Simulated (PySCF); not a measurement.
Species: 1-piperideine, C₅H₉N.
Atom-mapped SMILES: `[CH:1]1=[N:2][CH2:3][CH2:4][CH2:5][CH2:6]1` (hydrogens: H7 on C1; H8, H9 on C3; H10, H11 on C4; H12, H13 on C5; H14, H15 on C6)

The same species was optimised twice, with GFN2-xTB and with PBE0-D3(BJ)/def2-SVP (PySCF), and the same property calculations (PySCF, gas phase) were run on both structures.

| coordinate | GFN2-xTB | PBE0-D3(BJ)/def2-SVP | change |
| --- | --- | --- | --- |
| C1=N2 (Å) | 1.255 | 1.268 | +0.013 |
| N2–C3 (Å) | 1.438 | 1.448 | +0.010 |
| C3–C4 (Å) | 1.530 | 1.525 | -0.005 |
| C5–C6 (Å) | 1.527 | 1.523 | -0.004 |
| C4–C5 (Å) | 1.526 | 1.522 | -0.004 |
| C1–C6 (Å) | 1.503 | 1.506 | +0.003 |
| C1–C6–C5 (°) | 110.5 | 111.8 | +1.3 |
| C1–N2–C3 (°) | 120.8 | 119.7 | -1.1 |
| N2–C3–C4 (°) | 114.9 | 116.0 | +1.1 |
| C3–C4–C5 (°) | 109.1 | 110.0 | +0.9 |
| C4–C5–C6 (°) | 108.8 | 109.1 | +0.3 |
| N2–C1–C6 (°) | 127.5 | 127.3 | -0.2 |

Rotational constants: A = 4952, B = 4769, C = 2693 MHz (GFN2-xTB) against A = 4913, B = 4730, C = 2662 MHz (PBE0-D3(BJ)/def2-SVP). Point groups within 0.08 Å: C1 and C1. Atoms that the bonding makes alike are paired by their places after alignment.

On the GFN2-xTB structure: isotropic polarisability (au) 63.1 [CAM-B3LYP/def2-SVPD]; HOMO (eV) -8.08 [CAM-B3LYP/def2-SVPD]; LUMO (eV) 1.12 [CAM-B3LYP/def2-SVPD]; dipole (D) 2.19 [CAM-B3LYP/def2-SVPD]; HOMO (eV) -6.63 [PBE0/pcSseg-1]; LUMO (eV) 0.25 [PBE0/pcSseg-1]; dipole (D) 2.11 [PBE0/pcSseg-1]; GIAO shielding of C1 (ppm) 21.5 [PBE0/pcSseg-1]; GIAO shielding of N2 (ppm) -111.8 [PBE0/pcSseg-1]; GIAO shielding of C3 (ppm) 133.9 [PBE0/pcSseg-1]; GIAO shielding of C4 (ppm) 160.8 [PBE0/pcSseg-1]; GIAO shielding of C5 (ppm) 164.2 [PBE0/pcSseg-1]; GIAO shielding of C6 (ppm) 154.7 [PBE0/pcSseg-1].

Q: What do these properties become on the PBE0-D3(BJ)/def2-SVP structure?

A: 
| property | level | on GFN2-xTB | on PBE0-D3(BJ)/def2-SVP | change |
| --- | --- | --- | --- | --- |
| isotropic polarisability (au) | CAM-B3LYP/def2-SVPD | 63.1 | 64.2 | +1.1 |
| HOMO (eV) | CAM-B3LYP/def2-SVPD | -8.08 | -8.17 | -0.09 |
| LUMO (eV) | CAM-B3LYP/def2-SVPD | 1.12 | 1.08 | -0.04 |
| dipole (D) | CAM-B3LYP/def2-SVPD | 2.19 | 2.26 | +0.07 |
| energy, GFN2-xTB geometry as zero (kcal/mol) | CAM-B3LYP/def2-SVPD | 0.0 | -0.6 | -0.6 |
| HOMO (eV) | PBE0/pcSseg-1 | -6.63 | -6.73 | -0.10 |
| LUMO (eV) | PBE0/pcSseg-1 | 0.25 | 0.17 | -0.08 |
| dipole (D) | PBE0/pcSseg-1 | 2.11 | 2.18 | +0.07 |
| energy, GFN2-xTB geometry as zero (kcal/mol) | PBE0/pcSseg-1 | 0.0 | -0.6 | -0.6 |
| GIAO shielding of C1 (ppm) | PBE0/pcSseg-1 | 21.5 | 17.5 | -4.0 |
| GIAO shielding of N2 (ppm) | PBE0/pcSseg-1 | -111.8 | -116.9 | -5.1 |
| GIAO shielding of C3 (ppm) | PBE0/pcSseg-1 | 133.9 | 132.7 | -1.2 |
| GIAO shielding of C4 (ppm) | PBE0/pcSseg-1 | 160.8 | 159.9 | -0.9 |
| GIAO shielding of C5 (ppm) | PBE0/pcSseg-1 | 164.2 | 163.5 | -0.7 |
| GIAO shielding of C6 (ppm) | PBE0/pcSseg-1 | 154.7 | 153.1 | -1.6 |

The heavy atoms differ by 0.014 Å rms after alignment. Among bonds between heavy atoms C1=N2 changes most (+0.013 Å). Changes are differences of the printed values. Neither structure is proved a minimum here.
